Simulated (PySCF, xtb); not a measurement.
CH3O, SMILES C[O] (connectivity only; charge and spin as stated), charge -1, multiplicity 1.

GFN2-xTB run with xtb at its own geometry gives an orbital gap of 10.73 eV.

Geometry optimised at B3LYP-D3(BJ)/def2-TZVPD. The multiplicity is an assumed one; other spin states were not compared. The isomer is the one that the SMILES or the coordinates give; other isomers of the formula were not compared.

### Question
What does B3LYP/def2-TZVPD run with PySCF give? (The exact figures need the calculation; the answer reports its results.)

### Answer
gap 3.61 eV (levels 0.90 and 4.50 eV).
